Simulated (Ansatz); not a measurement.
in.yaml

```yaml
crystal:
  periodic: [false, false, false]
  atoms:
    - {symbol: Si, position_ang: [0.000000, 0.000000, 0.924127]}
    - {symbol: C, position_ang: [0.000000, 0.000000, -2.038546]}
    - {symbol: H, position_ang: [0.000000, 2.170331, 2.315383]}
    - {symbol: H, position_ang: [0.000000, -2.170331, 2.315383]}
    - {symbol: H, position_ang: [0.000000, 1.600068, -3.044691]}
    - {symbol: H, position_ang: [0.000000, -1.600068, -3.044691]}
basis:
  gaussian: {orbitals: "6-31++G**"}
correlation: {method: sc_nevpt2, electrons: outside_noble_gas, active_space: {window: {electrons: 2, orbitals: 2}, states: [{multiplicity: 1, irrep: 12, weights: [1]}]}}
```

```sh
$ ansatz run in.yaml --threads 1 --pin off --events-out ev --progress --plain --max-ram 2393MiB
```

One thing in this input was set wrong on purpose, beside settings that are merely unusual. What is the gravest fault, and what does the program do?

Irrep not in the group. How the run ends: stopped by an error.
```
1106 factors; integrals over basis functions are off by at most 2.2e-7 eV
mean field evaluation 1: about -8933.7331 eV, gradient 2.0e1 eV
mean field evaluation 2: about -8933.7365 eV, gradient 2.0e1 eV
mean field evaluation 4: about -8936.5083 eV, gradient 2.0e0 eV
mean field evaluation 8: about -8936.5548 eV, gradient 1.4e-1 eV
mean field evaluation 16: about -8930.4359 eV, gradient 7.4e0 eV
mean field evaluation 32: about -8936.5551 eV, gradient 9.2e-2 eV
mean field evaluation 64: about -8933.3806 eV, gradient 8.3e-1 eV
mean field -8936.55524888 eV, -328.4123479817 hartree, gradient 1.4e-6 eV, S^2 0.000000; 8 other end points of the search recorded, 0 dependent functions left out; unrestricted orbitals would lower it
reference -8936.55524888 eV, -328.4123479817 hartree; 12, 12 occupied and 54, 54 virtual orbitals, 1106 factors
Error: the irrep 12 is not accepted for these orbitals, which take A1, B1, B2, A2, or 1 to 4
```
